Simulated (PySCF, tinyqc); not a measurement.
RHF in the sto-3g basis, for HF, spin multiplicity 1, step by step. The lowest restricted solution is unstable here: a spin-polarised one lies 0.1460 hartree lower (PySCF). One step of it, computed by the program tinyqc.

Task: Iteration 2: DIIS coefficients. Solve [B -1; -1 0][c; lambda] = [0; -1] for the coefficients, which sum to one.

B (overlaps of the stored error matrices):
```
,1,2
1,9.4968589e-02,-2.6873220e-02
2,-2.6873220e-02,5.9334203e-02
```

Give: DIIS coefficients.

Result:

DIIS coefficients: 0.4144  0.5856
